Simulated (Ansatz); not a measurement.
**Structure relaxation of ReBi**

Theory: DFT PBE, scalar-relativistic, plane waves, PAW in Ansatz. Cutoff 420 eV, Γ-centred k mesh, Gaussian smearing, no spin polarisation in the final step.

ReBi was placed on the caesium chloride structure type (Pm-3m, No. 221), with Re in place of Cs, Bi in place of Cl, at a guessed volume.

```
CELL_PARAMETERS angstrom
3.59162 0.00000 0.00000
0.00000 3.59162 0.00000
0.00000 0.00000 3.59162
ATOMIC_POSITIONS crystal
Re 0.00000 0.00000 0.00000
Bi 0.50000 0.50000 0.50000
```

Steps on the 6×6×6 mesh (2 atoms). 5 of 5 steps are shown, and the free energy counts from the last. Trial steps that were taken back and renewals of the plane-wave basis can be among the rows.

| step | ΔF (meV/atom) | V (Å³/atom) | P (GPa) |
| --- | --- | --- | --- |
| 1 | 225.0 | 23.17 | -17.05 |
| 2 | 2.1 | 19.94 | -2.80 |
| 3 | -1.0 | 19.41 | 1.21 |
| 4 | -1.5 | 19.57 | -0.05 |
| 5 | 0.0 | 19.57 | -0.07 |

A final relaxation ran on a 16×16×16 mesh. The relaxed crystal, Pm-3m (No. 221):

Space group Pm-3m (No. 221). a = 3.396 Å, b = 3.396 Å, c = 3.396 Å, α = 90.00°, β = 90.00°, γ = 90.00°
```tsv
atom	site	symmetry	x	y	z
Re	1a	m-3m	0.0000	0.0000	0.0000
Bi	1b	m-3m	0.5000	0.5000	0.5000
```

```yaml
Volume_per_atom: 19.58 Å³
Density: 16.76 g/cm³
Energy_over_the_elements: 1.20 eV/atom
Gap_on_the_16×16×16_mesh: 0 eV (a metal)
```

Formation energies are uncorrected and refer to the elements' standard structures at the same level.

The final run used a 16×16×16 mesh on its 2-atom cell and 0.10 eV smearing. For metals, differences of a few meV/atom aren't resolved. Spin–orbit coupling is left out.

Symmetry constrained the relaxation, so the result can be a saddle point.

Cost: 3 runs of about 0.29 core-minutes in all, on Intel Xeon 6975P-C (Granite Rapids) (shared hosts).